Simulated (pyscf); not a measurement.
Single points on ωB97X-D3(BJ)/def2-SVP structures (PySCF, gas phase).

Q: PBE/def2-TZVP puts the barrier of O=Nb(F)(F)–F + HF -> HO–Nb(F)(F)(F)–F (addition across a multiple bond or ene-type step; singlet surface; F–H broken, H–O, F–Nb formed) at 1.7 kJ/mol and the reaction energy at -88.9 kJ/mol, from the separated reactants. What do B3LYP-D3(BJ)/def2-TZVP, M06-2X/def2-TZVP, ωB97M-D3(BJ)/def2-TZVP give on the same structures?

A: B3LYP-D3(BJ): ΔE‡ = 11.7 kJ/mol, ΔE = -95.5 kJ/mol; M06-2X: ΔE‡ = 10.4 kJ/mol, ΔE = -90.7 kJ/mol; ωB97M-D3(BJ): ΔE‡ = 15.2 kJ/mol, ΔE = -90.3 kJ/mol. PBE's barrier lies under all of them, by 8.7 to 13.5 kJ/mol. Its reaction energy lies over all of them, by 1.5 to 6.6 kJ/mol. Low barriers are usual for a GGA, whose delocalisation error favours stretched bonds. On the reactant side the descent ends in an adduct with a F–Nb contact, 35.9 kJ/mol under the separated species and 47.3 kJ/mol under the saddle at ωB97X-D3(BJ)/def2-TZVP. What is counted as formed (F–Nb) is already present as a longer contact in the reactant adduct; forming that adduct is a step of its own. At the saddle there is also a short H–Nb contact that neither side keeps. One saddle was located; it need not be the lowest between these sides. Elements past Kr carry the def2 core potentials, without spin-orbit coupling.
